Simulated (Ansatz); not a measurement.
**CCl, quartet: vertical spin and charge gaps**

Geometry (PBE0/def2-TZVP stationary point for this spin):

```xyz
2

C     0.0000    0.0000    0.0000
Cl    0.0000    0.0000    1.6442
```

Basis cc-pVTZ; Ansatz 0.2.0. Only valence electrons are correlated (noble-gas cores frozen). Prefix R: restricted or restricted open-shell reference; prefix U: unrestricted. Active spaces: valence = (11e, 8o) chosen from the atoms' valence shells.

Gaps are energies of the second state less the first, at fixed atoms, for a selection of the levels run; each method lands on the state that its own search finds for that charge and spin.

For open shells CISD is restricted-active-space CI with the open shells as a complete middle space.

Removing an electron, to the triplet: 9.557 eV at UCCSDT(Q).

```tsv
level	gap (eV)	error (meV)
RHF	9.763	206
UHF	9.725	168
RMP2	9.758	201
UMP2	9.708	151
CISD	9.755	198
RCCSD	9.703	146
UCCSD	9.701	144
RCCSD(T)	9.591	34
UCCSD(T)	9.597	40
BCCD(T)	9.596	39
RCCSDT	9.572	15
UCCSDT	9.573	16
RCCSDT(Q)	9.565	8
CASSCF (valence space)	8.604	-953
NEVPT2 (valence space)	9.328	-229
MRCISD (valence space)	9.372	-185
MRCISD+Q (valence space)	9.493	-64
PBE	9.545	-12
r2SCAN	9.827	270
PBE0	9.791	234
B3LYP	9.636	79
wB97M-V	9.589	32
B2PLYP	9.544	-13
RPA-PBE	9.560	3
```

Problem. PBE gives 13.494 eV for removing an electron, to the quintet. Estimate what UCCSDT(Q) gives in cc-pVTZ.

Solution. UCCSDT(Q) in cc-pVTZ gives 13.292 eV, so against it PBE is off by 0.202 eV.

```csv
level,gap (eV),error (meV)
RMP2,13.287,-5
RCCSD(T),13.290,-2
UCCSD(T),13.289,-3
BCCD(T),13.291,-1
CASSCF (valence space),12.147,-1145
NEVPT2 (valence space),13.043,-249
MRCISD (valence space),13.074,-218
MRCISD+Q (valence space),13.216,-76
PBE0,13.411,119
B2PLYP,13.407,115
```

Doublet less quartet: -2.372 eV at UCCSDT(Q).

| level | gap (eV) | error (meV) |
| --- | --- | --- |
| UHF | -1.148 | 1224 |
| RMP2 | -2.185 | 187 |
| UCCSD | -2.249 | 123 |
| UCCSD(T) | -2.357 | 15 |
| BCCD(T) | -2.362 | 10 |
| RCCSDT | -2.363 | 9 |
| NEVPT2 (valence space) | -2.378 | -6 |
| PBE | -2.431 | -59 |
| PBE0 | -2.242 | 130 |
| B3LYP | -2.554 | -182 |

Sextet less quartet: 9.189 eV at UCCSDT(Q).

```
                   level  gap (eV)  error (meV)
                     RHF     8.598         -591
                     UHF     8.432         -757
                   RCCSD     9.128          -61
                   UCCSD     9.123          -66
                 BCCD(T)     9.188           -1
                  RCCSDT     9.185           -4
MRCISD+Q (valence space)     9.188           -1
                     PBE     9.100          -89
                 wB97M-V     9.324          135
                 RPA-PBE     9.138          -51
```

Full CI isn't at hand for all of this; UCCSDT(Q) serves as the reference, and is uncertain by about the last step of the cluster series. The frozen core follows each run's orbitals, which can shift R against U totals by a few meV.
